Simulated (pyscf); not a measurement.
This saddle point was located with ωB97X-D3(BJ)/def2-SVP in PySCF.

```xyz
9

P     -0.2905     1.2239    -0.1998
P      1.4227    -0.1077    -0.5869
H     -1.2991    -0.1687     0.0072
H     -0.8988     1.0216    -1.4722
H      0.8256    -1.3474    -0.2069
H      2.0152     0.1107     0.6871
Si    -1.6639    -0.0959     1.5275
H     -0.3491     0.1061     2.2244
H     -2.4042     1.1948     1.7368
```

Surface: singlet, charge 0. Lowest wavenumbers (cm⁻¹): 624i, 109, 177, 229, 344.

Q: What reaction is this the transition state of?

A: `[PH2][PH2]` + `[SiH2]` [singlet] ⇌ `[SiH3][PH][PH2]`, an insertion read from left to right: H–P broken and P–Si, H–Si formed. At CCSD(T)/def2-TZVPP + ΔMP2(QZVPP) it lies -32.4 kJ/mol from the left side and +228.3 kJ/mol from the right (each side as separated species at their lowest minima found). On the reactant side the descent ends in an adduct with a H–Si contact, 48.0 kJ/mol under the separated species and 8.1 kJ/mol under the saddle at ωB97X-D3(BJ)/def2-TZVP. At CCSD(T) the saddle lies under the separated reactants, which points to a path from their complex (located at ωB97X-D3(BJ) alone). What is counted as formed (H–Si) is already present as a longer contact in the reactant adduct; forming that adduct is a step of its own. This is the saddle that the search found; another between the same sides may lie lower. The CCSD(T) − MP2 part came from Ansatz, without density fitting, on the same reference.
